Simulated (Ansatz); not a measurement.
# CHN, SMILES [C-]#[NH+]: the interaction energy of a dimer with the counterpoise correction

Computed with the Python package of Ansatz (0.2.0).

Run as a notebook:

In [1]:
```python
import ansatz as az
```

In [2]:
```python
FIRST = [
    ('C', (1.0885, 0.1901, 0.0)),
    ('N', (-0.0514, -0.009, 0.0)),
    ('H', (-1.0371, -0.1811, 0.0)),
]
SECOND = [
    ('C', (0.0217, 3.291, -2.1982)),
    ('N', (0.536, 2.2819, -2.4356)),
    ('H', (0.9807, 1.4094, -2.6409)),
]
```

In [3]:
```python
def energy(atoms, ghosts=()):
    molecule = az.Crystal.molecule()
    for symbol, xyz in atoms:
        molecule = molecule.atom(symbol, xyz)
    calc = (
        molecule.calculation()
        .basis(gaussian='cc-pVDZ')
        .functional('hf')  # exchange and correlation
    )
    deck = calc.input()
    if ghosts:
        deck = deck.set(az.key.basis.gaussian.ghost_atoms, [{'symbol': s, 'position_ang': list(xyz)} for s, xyz in ghosts])
    return az.Session.from_dict(deck).plan().execute().report['free_energy_ev']

# ghost atoms carry the functions of the partner
both = energy(FIRST + SECOND)
alone = energy(FIRST) + energy(SECOND)
ghosted = energy(FIRST, SECOND) + energy(SECOND, FIRST)
print(f'dimer {both:.6f} eV')
print(f'interaction, uncorrected   {23.060548 * (both - alone):8.3f} kcal/mol')
print(f'interaction, counterpoise  {23.060548 * (both - ghosted):8.3f} kcal/mol')
print(f'basis-set superposition    {23.060548 * (alone - ghosted):8.3f} kcal/mol')
```
```text
dimer -5054.060880 eV
interaction, uncorrected     -0.451 kcal/mol
interaction, counterpoise     0.184 kcal/mol
basis-set superposition       0.635 kcal/mol
```

Uncorrected it is -0.451 kcal/mol, with the counterpoise correction 0.184 kcal/mol; the difference, 0.64 kcal/mol, is the superposition error. The sign changes with the correction, so this basis doesn't settle it.

Reading the output:
- These settings explore the input space; basis and method may be short of convergence.
- The dimer is a generated trial pose of unrelaxed monomers, not a minimum, so the figure is no binding energy, and the basis set is small.
- Hartree-Fock leaves correlation out, so bond, atomisation and ionisation energies come out well too low.
- This level lacks the dispersion part of the attraction (electrostatics and induction are there), which can decide the sign where the interaction is weak.
- Timing: 1.4 s on 1 thread of Arm Neoverse V1, with other jobs on the host, peak memory 0.16 GiB.

(Lines on the test bed's own set-up are left out of the output.)
